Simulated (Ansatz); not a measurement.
Basis-set series for `FCOCCCl`. The species carries charge 0 and has multiplicity 1. All single points use the PBE0-D4/def2-TZVP geometry. It is one conformer, not always the lowest.

```csv
atom,x (Å),y (Å),z (Å)
F1,-2.1263,-0.4166,-1.4346
C2,-1.3567,-1.1496,-0.5499
O3,-0.7171,-0.3362,0.3381
C4,0.3129,0.4500,-0.2211
C5,1.1810,0.9790,0.8840
Cl6,2.1208,-0.3107,1.6733
H7,-2.0256,-1.7960,0.0199
H8,-0.6501,-1.7279,-1.1601
H9,0.9083,-0.1468,-0.9240
H10,-0.1151,1.2994,-0.7681
H11,0.5748,1.4533,1.6549
H12,1.8930,1.7020,0.4876
```

```tsv
functional	basis	functions	energy (Eh)	HOMO (eV)	LUMO (eV)
PBE0-D4	def2-SVP	118	-752.35746	-8.25	1.33
PBE0-D4	def2-TZVPP	281	-752.86129	-8.45	0.79
ωB97M-V	def2-SVP	118	-752.68022	-10.55	3.33
ωB97M-V	def2-TZVPP	281	-753.19386	-10.78	2.60
```

**Question.** Give the rows for def2-QZVPP. (Best estimate.)

**Answer.** Computed: 
| functional | basis | functions | energy (Eh) | HOMO (eV) | LUMO (eV) |
| --- | --- | --- | --- | --- | --- |
| PBE0-D4 | def2-QZVPP | 535 | -752.89082 | -8.50 | 0.43 |
| ωB97M-V | def2-QZVPP | 535 | -753.22244 | -10.84 | 1.82 |

Positive LUMOs are unbound and depend on the basis.
